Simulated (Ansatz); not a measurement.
**Cd3P2 (P4₂/nmc, No. 137; structure not from a measured cell), band gap**

Reference value: 0.5 eV (measured, temperature not stated, no zero-point or thermal correction; as tabulated in Wikipedia's data pages).

Problem. What do LDA, PBEsol, r²SCAN give, and how far is each from the reference?

Solution. 
| level (code) | value (eV) | difference (eV) |
|---|---|---|
| LDA (Ansatz) | 0.00 | -0.50 |
| PBEsol (Ansatz) | 0.00 | -0.50 |
| r²SCAN (Ansatz) | 0.44 | -0.06 |

Closest of the ranked levels: r²SCAN (-0.06 eV). Once the reference is moved by up to 0.15 eV (a margin picked here for doubts on the reference and the settings, and for temperature and zero-point motion) and values within 0.03 eV count as equal, the farthest can be PBEsol (-0.50 eV) or LDA (-0.50 eV). No gap at all, against the measurement: LDA, PBEsol.

Density-functional gaps are differences of (generalised) Kohn–Sham levels of a static lattice; semilocal ones lie below quasiparticle gaps as a rule. Measured gaps hold zero-point and thermal shifts unless a correction is named. Levels without +SOC have no spin–orbit coupling; where heavier elements are present it shifts gaps, mostly down, and can invert bands. A gap of zero means that the bands touch or overlap; how far they overlap is not shown.  r²SCAN: the gap is read on the k mesh or supercell of the run alone and can be too large. Values are at the PBEsol cell. Cutoffs differ between the levels. Ansatz's density-functional and Hartree–Fock values are scalar-relativistic unless marked +SOC, with PAW data made under PBE.

Differences are worked out from the printed values.

Ansatz is an electronic-structure program.
